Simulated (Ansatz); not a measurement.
A made-up structure of CH3Si2, doublet:

C1  (0.328, -0.872, 0.744)
Si2  (0.445, -1.294, -1.677)
Si3  (-0.167, 0.437, -0.429)
H4  (-1.348, 0.042, -1.242)
H5  (0.939, 0.807, -1.353)
H6  (-0.526, 1.627, 0.393)
(Å)

It is relaxed with PBE-D4/def2-SVP and then PBE0-D4/def2-TZVP (Ansatz 0.2.0). Atoms count as bonded within 1.22 times the sum of their covalent radii (H–H: 0.88 Å). The end point is not checked to be a true minimum.

Does its bonding change? (A judgement: the text doesn't fix the answer.)

By the calculation: Yes. Formed: C1–Si2; broken: Si2–Si3.

Where it ends: The first stage lowers the energy by 4.30 eV in 17 steps. It ends as CH₃Si₂ ([Si][C][SiH3]):
C1  (0.380, -0.982, -0.503)
Si2  (1.089, -2.520, -0.443)
Si3  (-0.320, 0.700, -0.616)
H4  (-1.697, 0.698, -1.179)
H5  (0.571, 1.470, -1.530)
H6  (-0.353, 1.381, 0.707)
(Å)

Labels in which every atom is bracketed show which atoms are joined, not bond orders.

For scale, one of the runs: PBE0-D4/def2-TZVP relaxation, 123 basis functions, launched by `ansatz run in.yaml --threads 2 --pin off --events-out ev --progress --plain --max-ram 4352MiB`. The run took about 62 s on 2 CPU threads of an Arm Neoverse V1 (shared host).
